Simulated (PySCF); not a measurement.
# Broadened absorption spectrum of FHO

Species: FHO.
Bonds: O1–F2. Hydrogens: H3 on O1.

Computed, not measured: TDDFT CAM-B3LYP/aug-cc-pVTZ, vertical, gas phase, core orbitals frozen in the response (PySCF). Isolated species at its PBE0-D3(BJ)/def2-TZVP geometry, gas phase.

Computed states:

```tsv
state	E (eV)	f
S1	5.06	0.0004
S2	7.00	0.0054
S3	7.47	0.0096
S4	9.50	0.0002
S5	9.50	0.012
S6	9.98	0.0000
S7	10.28	0.014
S8	10.59	0.080
S9	10.94	0.012
S10	11.04	0.0024
```

Broadening: Gaussians 0.3 eV wide at half height, area fixed by f = 4.319×10⁻⁹ ∫ε dν̃. The width is an assumption, not a result. The curve ends short of the highest state used, and states not computed would add to its high-energy end.

Question: What does the envelope look like, and where are its maxima?

Answer: 
(E (eV), ε (L mol⁻¹ cm⁻¹)): (4.61, 0), (4.81, 5), (5.01, 30), (5.21, 16), (5.42, 1), (5.62, 0), (5.82, 0), (6.02, 0), (6.22, 0), (6.42, 0), (6.62, 5), (6.82, 172), (7.02, 482), (7.23, 237), (7.43, 816), (7.63, 413), (7.83, 18), (8.03, 0), (8.23, 0), (8.43, 0), (8.63, 0), (8.84, 0), (9.04, 2), (9.24, 145), (9.44, 1015), (9.64, 604), (9.84, 33), (10.04, 199), (10.24, 1305), (10.44, 4067)

Maxima: 245 nm (5.06 eV), ε about 32, made up of S1 (100%); 177 nm (7.00 eV), ε about 490, made up of S2 (100%); 166 nm (7.48 eV), ε about 870, made up of S3 (100%); 131 nm (9.50 eV), ε about 1100, made up of S5 (98%) (ε in L mol⁻¹ cm⁻¹; maxima over ε = 5, shares over 10%). At its high-energy end, 10.45 eV, the curve is still rising (ε about 4300, from S7 and S8).

Question: What would ε be at 9.50 eV, the highest of these maxima, with half the width (0.15 eV)?

Answer: About 2250 L mol⁻¹ cm⁻¹ against 1130, a factor of about 2.00; a lone state at its own centre would give exactly 2.

Question: On this curve, what absorbance would a 10⁻⁵ mol/L sample give at 254 nm over a 1 cm path?

Answer: 254 nm is 4.881 eV, where ε is about 12 L mol⁻¹ cm⁻¹, so A = ε c l ≈ 0.00012 (Beer–Lambert, with the gas-phase spectrum and the assumed width).

Question: Does any computed singlet lie in the visible range?

Answer: No computed singlet lies in the visible range (380 to 750 nm); the lowest, at 245 nm, stands 1.80 eV above its violet end (3.26 eV).

Time: 1.6 s wall; peak memory 0.36 GiB. Hardware: one thread of an Intel Xeon 6975P-C, shared host with 192 logical CPUs at a one-minute load of 57.
